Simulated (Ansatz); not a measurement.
Relaxed structures of SiH$_{3}$SO (charge -1), singlet (PBE0-D4/def2-TZVPD; forces vanish, vibrations not checked; lower isomers may exist, and structures with a doubtful reference or unclear bonds are left out; Å). Computed with Ansatz 0.2.0 (basis: def2-TZVPPD); correlated methods freeze the cores.

(1) Rank them by CCSD(T) energy, lowest first, and give each one's height above the lowest. Links in brackets join atoms within 1.22 times the sum of their covalent radii (1.1 for two metals). (To be estimated.)
A.
SiH₃SO ([OH][SiH2][S]), total charge -1
```
6
angstrom
O -0.3506 -1.2997 -0.0289
Si 0.2548 0.2699 0.1470
S -0.7989 1.6408 -0.9287
H -1.1032 -1.2327 -0.6240
H 1.7167 0.1375 -0.2066
H 0.2812 0.4841 1.6414
```
B.
SiH₃SO ([SiH2][OH][S]), total charge -1
```
6
angstrom
O -0.4730 -1.2186 0.1959
Si 0.2274 0.4852 0.0794
S 0.1614 -2.8040 0.8033
H -0.9499 -1.4223 -0.6101
H 1.6919 0.1001 -0.1213
H 0.3648 0.6827 1.5849
```
C.
SiH₃SO ([O][SiH2][SH]), total charge -1
```
6
angstrom
O -0.3929 1.6390 -0.8098
Si 0.2701 0.5060 0.0192
S -0.3329 -1.5869 -0.4886
H -1.6492 -1.3443 -0.3776
H 1.7646 0.2755 -0.1037
H 0.0287 0.5384 1.5141
```

The T1 diagnostic stays at or below 0.016.

## Answers

(1) The calculation gives: A (0.000 eV), C (0.809 eV), B (4.453 eV). Heights count from the lowest.

For scale, one of the runs: CCSD(T)/def2-TZVPPD, 190 basis functions, launched by `ansatz run in.yaml --threads 2 --pin off --events-out ev --progress --plain --max-ram 4352MiB`. Time: 32 s of wall clock on 2 CPU threads of an Arm Neoverse V2; the host was shared. Peak host memory: 1.9 GiB.
